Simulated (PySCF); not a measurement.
A structure optimised at PBE0-D3(BJ)/def2-TZVPD, used in a PySCF frequency run:

```xyz
2

Na     0.0000     0.0000    -1.5509
Na     0.0000     0.0000     1.5509
```
Charge 0, spin multiplicity 1.

Write its SMILES, formula and point group.

[Na][Na], Na2, D∞h

What are its rotational constants (standard atomic weights)?

4.5697 GHz (linear rotor, B only)
